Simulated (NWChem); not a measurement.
**Correlation energy of HS**

SMILES: [SH]
```xyz
2

S      0.0000     0.0000     0.0796
H      0.0000     0.0000    -1.2741
```
Charge 0, spin multiplicity 2.

All runs are NWChem calculations. Structure: optimised with UPBE0/def2-SVP, a minimum by its harmonic frequencies.

Basis set: cc-pVDZ. Each correlation energy counts from its own Hartree-Fock reference.

```tsv
method	correlation energy (mHa)
CCSD(T) on UHF	-135.8
CCSD(T) on ROHF	-140.1
CCSD[T] on ROHF	-140.1
CCSDT on ROHF	-140.5
SCS-UMP2	-113.2
CCSD on UHF	-133.6
URI-MP2	-112.2
CCSD[T] on UHF	-135.9
CCSD on ROHF	-137.7
UMP2	-112.2
```

The values span 28.3 mHa, from CCSDT on ROHF (lowest) to URI-MP2 (highest). 

The correlated methods keep 5 core orbitals frozen. The structure started from a generated list of species. The unpaired electrons of the parent sit in orbitals of symmetry b2 (C2v labels of the run); other states weren't searched. The stability of the SCF solutions was not checked. Open-shell Hartree-Fock references start from PBE0 orbitals. Coupled-cluster values serve here as a point of comparison, not as the truth.
